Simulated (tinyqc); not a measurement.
RKS/BP86 in the sto-3g basis, for H2F+, spin multiplicity 1, step by step. One step of it, computed by the program tinyqc.

Task: Iteration 1: building the Kohn-Sham matrix. J_ij = sum D_kl (ij|kl); F = H + J + V_xc; E = tr D H + tr D J / 2 + E_xc + E_nn.

D at the start, lower triangle:
```
            1F 1s      1F 2s    1F 2px     1F 2py    1F 2pz     2H 1s     3H 1s
1F 1s    1.955013
1F 2s   -0.453708   1.919200
1F 2px   0.000000   0.000000  1.484556
1F 2py   0.000000   0.000000  0.000000   1.342343
1F 2pz   0.014992  -0.083582  0.000000   0.000000  1.409763
2H 1s   -0.011552   0.031251  0.000000   0.144142  0.079148  0.915821
3H 1s   -0.011552   0.031251  0.000000  -0.144142  0.079148  0.059940  0.915821
```

core Hamiltonian H = T + V (hartree), lower triangle:
```
             1F 1s       1F 2s     1F 2px     1F 2py     1F 2pz      2H 1s      3H 1s
1F 1s   -41.056825
1F 2s    -9.635229  -11.531566
1F 2px    0.000000    0.000000  -9.169360
1F 2py    0.000000    0.000000   0.000000  -9.274690
1F 2pz   -0.015323   -0.187459   0.000000   0.000000  -9.241144
2H 1s    -1.556742   -3.532358   0.000000  -1.817708  -1.557279  -5.314355
3H 1s    -1.556742   -3.532358   0.000000   1.817708  -1.557279  -1.528739  -5.314355
```

Two-electron integrals (ij|kl) in chemists' order, unique and non-zero (hartree):
```
(11|11) 5.403501    (21|11) 0.841920    (21|21) 0.156299    (22|11) 1.268028
(22|21) 0.292344    (22|22) 0.926167    (31|31) 0.027998    (32|31) 0.043169
(32|32) 0.204588    (33|11) 1.264502    (33|21) 0.292403    (33|22) 0.925959
(33|33) 0.997514    (41|41) 0.027998    (42|41) 0.043169    (42|42) 0.204588
(43|43) 0.053770    (44|11) 1.264502    (44|21) 0.292403    (44|22) 0.925959
(44|33) 0.889973    (44|44) 0.997514    (51|51) 0.027998    (52|51) 0.043169
(52|52) 0.204588    (53|53) 0.053770    (54|54) 0.053770    (55|11) 1.264502
(55|21) 0.292403    (55|22) 0.925959    (55|33) 0.889973    (55|44) 0.889973
(55|55) 0.997514    (61|11) 0.136895    (61|21) 0.025200    (61|22) 0.046837
(61|33) 0.046766    (61|41) 0.000799    (61|42) 0.001497    (61|44) 0.046898
(61|51) 0.000659    (61|52) 0.001236    (61|54) 0.000110    (61|55) 0.046856
(61|61) 0.004105    (62|11) 0.346568    (62|21) 0.080974    (62|22) 0.286190
(62|33) 0.282004    (62|41) 0.004259    (62|42) 0.033221    (62|44) 0.289306
(62|51) 0.003516    (62|52) 0.027425    (62|54) 0.006028    (62|55) 0.286980
(62|61) 0.013247    (62|62) 0.108839    (63|31) 0.008478    (63|32) 0.050230
(63|43) 0.006996    (63|53) 0.005775    (63|63) 0.016137    (64|11) 0.181841
(64|21) 0.043032    (64|22) 0.162802    (64|33) 0.155839    (64|41) 0.010457
(64|42) 0.068150    (64|44) 0.173822    (64|51) 0.001633    (64|52) 0.014794
(64|54) 0.009071    (64|55) 0.158560    (64|61) 0.007336    (64|62) 0.075922
(64|64) 0.068696    (65|11) 0.150117    (65|21) 0.035524    (65|22) 0.134399
(65|33) 0.128651    (65|41) 0.001633    (65|42) 0.014794    (65|44) 0.131947
(65|51) 0.009827    (65|52) 0.062443    (65|54) 0.009717    (65|55) 0.142447
(65|61) 0.006056    (65|62) 0.062676    (65|64) 0.043389    (65|65) 0.051956
(66|11) 0.501161    (66|21) 0.119017    (66|22) 0.485165    (66|33) 0.468575
(66|41) 0.007865    (66|42) 0.086412    (66|44) 0.497843    (66|51) 0.006493
(66|52) 0.071336    (66|54) 0.024162    (66|55) 0.488522    (66|61) 0.019595
(66|62) 0.236504    (66|64) 0.191709    (66|65) 0.158263    (66|66) 0.774606
(71|11) 0.136895    (71|21) 0.025200    (71|22) 0.046837    (71|33) 0.046766
(71|41) -0.000799   (71|42) -0.001497   (71|44) 0.046898    (71|51) 0.000659
(71|52) 0.001236    (71|54) -0.000110   (71|55) 0.046856    (71|61) 0.004057
(71|62) 0.012922    (71|64) 0.006568    (71|65) 0.005912    (71|66) 0.018972
(71|71) 0.004105    (72|11) 0.346568    (72|21) 0.080974    (72|22) 0.286190
(72|33) 0.282004    (72|41) -0.004259   (72|42) -0.033221   (72|44) 0.289306
(72|51) 0.003516    (72|52) 0.027425    (72|54) -0.006028   (72|55) 0.286980
(72|61) 0.012922    (72|62) 0.090821    (72|64) 0.043331    (72|65) 0.050870
(72|66) 0.163631    (72|71) 0.013247    (72|72) 0.108839    (73|31) 0.008478
(73|32) 0.050230    (73|43) -0.006996   (73|53) 0.005775    (73|63) 0.013090
(73|73) 0.016137    (74|11) -0.181841   (74|21) -0.043032   (74|22) -0.162802
(74|33) -0.155839   (74|41) 0.010457    (74|42) 0.068150    (74|44) -0.173822
(74|51) -0.001633   (74|52) -0.014794   (74|54) 0.009071    (74|55) -0.158560
(74|61) -0.006568   (74|62) -0.043331   (74|64) -0.007889   (74|65) -0.023757
(74|66) -0.069559   (74|71) -0.007336   (74|72) -0.075922   (74|74) 0.068696
(75|11) 0.150117    (75|21) 0.035524    (75|22) 0.134399    (75|33) 0.128651
(75|41) -0.001633   (75|42) -0.014794   (75|44) 0.131947    (75|51) 0.009827
(75|52) 0.062443    (75|54) -0.009717   (75|55) 0.142447    (75|61) 0.005912
(75|62) 0.050870    (75|64) 0.023757    (75|65) 0.041246    (75|66) 0.101631
(75|71) 0.006056    (75|72) 0.062676    (75|74) -0.043389   (75|75) 0.051956
(76|11) 0.137932    (76|21) 0.032588    (76|22) 0.127068    (76|33) 0.124394
(76|44) 0.126454    (76|51) 0.002164    (76|52) 0.020953    (76|55) 0.130220
(76|61) 0.005290    (76|62) 0.049753    (76|64) 0.030208    (76|65) 0.032701
(76|66) 0.119472    (76|71) 0.005290    (76|72) 0.049753    (76|74) -0.030208
(76|75) 0.032701    (76|76) 0.028993    (77|11) 0.501161    (77|21) 0.119017
(77|22) 0.485165    (77|33) 0.468575    (77|41) -0.007865   (77|42) -0.086412
(77|44) 0.497843    (77|51) 0.006493    (77|52) 0.071336    (77|54) -0.024162
(77|55) 0.488522    (77|61) 0.018972    (77|62) 0.163631    (77|64) 0.069559
(77|65) 0.101631    (77|66) 0.329484    (77|71) 0.019595    (77|72) 0.236504
(77|74) -0.191709   (77|75) 0.158263    (77|76) 0.119472    (77|77) 0.774606
```

nuclear repulsion = 9.62089471 hartree

V_xc (hartree), lower triangle:
```
            1F 1s      1F 2s     1F 2px     1F 2py     1F 2pz      2H 1s      3H 1s
1F 1s   -3.441286
1F 2s   -0.471329  -0.901054
1F 2px   0.000000   0.000000  -0.894316
1F 2py   0.000000   0.000000   0.000000  -0.894235
1F 2pz   0.000616  -0.013231   0.000000   0.000000  -0.899676
2H 1s   -0.077299  -0.267597   0.000000  -0.155052  -0.134256  -0.489619
3H 1s   -0.077299  -0.267597   0.000000   0.155052  -0.134256  -0.111010  -0.489619
```

E_xc = sum of w rho eps_xc = -10.05128376 hartree

Give: Coulomb J; Kohn-Sham matrix F; total energy of this density.

Result:

Coulomb J (hartree), lower triangle:
```
          1F 1s   1F 2s  1F 2px   1F 2py  1F 2pz   2H 1s   3H 1s
1F 1s   18.7147
1F 2s    3.5709  8.9881
1F 2px   0.0000  0.0000  8.9509
1F 2py   0.0000  0.0000  0.0000   9.0018
1F 2pz   0.0102  0.1319  0.0000   0.0000  8.9866
2H 1s    0.5762  2.7971  0.0000   1.5974  1.3608  5.0098
3H 1s    0.5762  2.7971  0.0000  -1.5974  1.3608  1.2746  5.0098
```

Kohn-Sham matrix F (hartree), lower triangle:
```
           1F 1s    1F 2s   1F 2px   1F 2py   1F 2pz    2H 1s    3H 1s
1F 1s   -25.7834
1F 2s    -6.5356  -3.4445
1F 2px    0.0000   0.0000  -1.1128
1F 2py    0.0000   0.0000   0.0000  -1.1671
1F 2pz   -0.0045  -0.0688   0.0000   0.0000  -1.1542
2H 1s    -1.0578  -1.0029   0.0000  -0.3753  -0.3307  -0.7941
3H 1s    -1.0578  -1.0029   0.0000   0.3753  -0.3307  -0.3652  -0.7941
```

total energy of this density = -95.162440 hartree

This density is the starting one; it is not idempotent, so its energy is not variational and may lie below the converged one.
